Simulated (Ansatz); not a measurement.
Reaction (homolysis of the F–Si bond): `F[SiH](F)F` → F• + `F[SiH]F`•

Isolated molecules relaxed with PBE0-D4/def2-TZVP in Ansatz; ΔE leaves out vibrations. CBS: MP2 limit from def2 TZ/QZ plus the TZ coupled-cluster correction, frozen cores. This one scheme is used for every species, atoms too. No spin–orbit coupling; open shells (•) take unrestricted orbitals. Spin–orbit coupling would lower the free atoms: a little for F.

`F[SiH](F)F`:

Cartesian coordinates in Å:
```
F 0.064 1.557 -0.052
Si 0.037 -0.015 0.007
F -0.522 -0.550 -1.362
F -0.955 -0.448 1.148
H 1.376 -0.544 0.259
```

`F[SiH]F`•:

```xyz
4

F    -0.495   -1.092   -0.865
Si   -0.208   -0.111    0.356
F    -0.555    1.364   -0.131
H     1.258   -0.161    0.641
```

| level | ΔE (eV) |
| --- | --- |
| MP2/def2-TZVPP | 7.41 |
| MP2/def2-QZVPP | 7.53 |

What does CCSD(T)/CBS give? (Estimate.)

Ansatz gave: +7.29 eV. The listed levels differ from it by 0.12, 0.24 eV.

Largest T1 diagnostic among the species: 0.014.

From PBE to PBE0 (25 % exact exchange), in def2-TZVPP and without D4, ΔE moves by −0.11 eV: exact exchange takes away binding that semilocal exchange gives to molecules. At CCSD(T), def2-SVP lies −0.63 eV from the extrapolated value and def2-TZVPP −0.20 eV: correlation converges slowly with the basis, and small sets miss more of it in the bonded molecule than in its fragments.

CCSD(T)/CBS has its own doubt, a few kJ/mol and more with outer-core shells, so smaller differences from it don't rank the levels.
